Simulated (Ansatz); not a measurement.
**H₃O− (singlet): the correlation ladder, aug-cc-pVDZ**

How much of the correlation energy of H₃O− (singlet) does each wave-function method recover here?

The runs use Ansatz 0.2.0, Gaussian basis; aug-cc-pVDZ, core rule «outside noble gas», up to 1 orbitals frozen.

To be run: UHF; CCSD(T) on RHF; CCSD(T) on UHF; BCCD(T) on RHF; CISD; CCSDT(Q) on RHF; CCSDT(Q) on UHF.

25 further runs of the same task are left out: 2 for a known fault of the program, 9 that didn't finish, 14 set aside as unsound or not needed.

### 1 What is computed

The geometry is a PBE0/def2-TZVPD stationary point (not a proven minimum) of the parent state, kept for this charge and spin.

4 atoms, charge -1, spin multiplicity 1.

Atoms are counted from 1 here; the program's logs count them from 0.

Bond lengths: O1–H2 0.994 Å, O1–H3 1.048 Å, O1–H4 1.048 Å. Angles: H2–O1–H3 107.0°, H2–O1–H4 107.0°, H3–O1–H4 115.0°.

### 2 UHF

in.yaml reads:

```yaml
crystal:
  periodic: [false, false, false]
  atoms:
    - {symbol: O, position_ang: [0.053909, -0.002347, 0.000000]}
    - {symbol: H, position_ang: [-0.277338, 0.934360, 0.000002]}
    - {symbol: H, position_ang: [-0.289188, -0.448554, 0.883737]}
    - {symbol: H, position_ang: [-0.289189, -0.448551, -0.883738]}
basis:
  gaussian: {orbitals: aug-cc-pVDZ}
total_charge: -1
magnetization: {spin_polarized: true, initial_magnetization: 0}
hamiltonian: {xc: hf}
output: {orbitals: {seedname: orbitals}}
```

Command:

```
$ ansatz run in.yaml --threads 1 --pin off --events-out ev --progress --plain --max-ram 2393MiB
```

Further steps of the session: CCSD(T) on RHF; CCSD(T) on UHF; BCCD(T) on RHF; CISD; CCSDT(Q) on RHF; CCSDT(Q) on UHF.

**Question.** What will the summary of the whole plan be? Wanted: RCCSDT(Q) below the RHF energy; RMP2 from RCCSDT(Q); UMP2 from RCCSDT(Q); RCCSD from RCCSDT(Q); RCCSD(T) from RCCSDT(Q); UCCSD(T) from RCCSDT(Q); UCCSDT(Q) from RCCSDT(Q); T1 diagnostic.

The runs gave:

| quantity | value |
| --- | --- |
| RCCSDT(Q) below the RHF energy | -7.6708 eV |
| RMP2 from RCCSDT(Q) | +14.51 kcal/mol |
| UMP2 from RCCSDT(Q) | +18.78 kcal/mol |
| RCCSD from RCCSDT(Q) | +6.90 kcal/mol |
| RCCSD(T) from RCCSDT(Q) | +0.79 kcal/mol |
| UCCSD(T) from RCCSDT(Q) | +0.93 kcal/mol |
| UCCSDT(Q) from RCCSDT(Q) | -0.03 kcal/mol |
| levels within 1 kcal/mol (43 meV) | RCCSD(T), UCCSD(T), BCCD(T), RCCSDT, UCCSDT, UCCSDT(Q) |
| T1 diagnostic | 0.029 |

RCCSD(T) misses by +0.79 kcal/mol, 0.4 % of the correlation energy. Coupled cluster took another determinant than the lowest Hartree-Fock one. These misses are within one basis, not against nature.
